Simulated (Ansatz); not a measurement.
Input file:

```yaml
crystal:
  periodic: [false, false, false]
  atoms:
    - {symbol: O, position_ang: [0.000000, 0.000000, 0.000000]}
    - {symbol: Na, position_ang: [0.000000, 0.000000, 3.477000]}
basis:
  gaussian: {orbitals: 6-31G, point_charges: [{charge: 0.50, position_ang: [3.096, 0.763, -0.316]}]}
total_charge: 1
magnetization: {spin_polarized: false, initial_magnetization: 2}
hamiltonian: {pseudopotentials: {relativity: scalar}}
correlation: {active_space: {window: {electrons: 2, orbitals: 3}}}
```

```sh
$ ansatz run in.yaml --threads 1 --pin off --events-out ev --progress --plain --max-ram 2393MiB
```

**Question.** Roughly how long does this take on 1 thread of Intel Xeon, shared host, and how much host memory?

**Answer.** 0.39 s wall and 0.15 GiB.

```
207 factors; integrals over basis functions are off by at most 4.7e-4 eV
mean field evaluation 1: about -6437.8124 eV, gradient 2.3e1 eV
mean field evaluation 2: about -6437.8310 eV, gradient 2.3e1 eV
mean field evaluation 4: about -6438.9887 eV, gradient 1.5e0 eV
mean field evaluation 8: about -6439.0024 eV, gradient 9.7e-2 eV
mean field evaluation 16: about -6439.0164 eV, gradient 1.2e-1 eV
mean field evaluation 32: about -6439.0054 eV, gradient 1.8e-1 eV
mean field evaluation 64: about -6438.8809 eV, gradient 6.2e-4 eV
mean field evaluation 96: about -6439.0281 eV, gradient 2.1e-1 eV
mean field -6439.03247076 eV, -236.6300787674 hartree, gradient 1.5e-6 eV, S^2 2.000000; 10 other end points of the search recorded, 0 dependent functions left out
reference -6439.03247076 eV, -236.6300787674 hartree; 10, 8 occupied and 12, 14 virtual orbitals, 207 factors
state -6439.03247076 eV, -236.6300787674 hartree
Total energy: -6439.03247076 eV, -236.6300787674 hartree
Relativity: scalar
```

The active space holds one configuration alone, so it describes no static correlation.

Natural occupations: 1.0000 1.0000 0.0000.
